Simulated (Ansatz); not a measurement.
## Ansatz (development build ahead of 0.2.0) run

```yaml
crystal:
  periodic: [false, false, false]
  atoms:
    - { symbol: C, position_ang: [0.0, 0.0, -0.83129] }
    - { symbol: Cl, position_ang: [0.0, 0.0, 0.83129] }
basis:
  gaussian: { orbitals: def2-SVP }
total_charge: 1
hamiltonian:
  xc: hf
correlation:
  method: ccsd_t
  frozen_orbitals: { C: 1, Cl: 5 }
scf:
  omitted_lower_state_checks: [starts, atomic_configurations, cluster_reference, orbital_swaps, given_window_search, neighbouring_geometries, increment]
```

The input is written out in the form of the current development build from the run's settings.

Results

```json
{
  "Converged": "yes",
  "Reference energy": "-496.70055 hartree",
  "Correlation energy": "-0.27914 hartree",
  "Total energy": "-496.97970 hartree",
  "Stability test": "minimum among restricted orbitals"
}
```
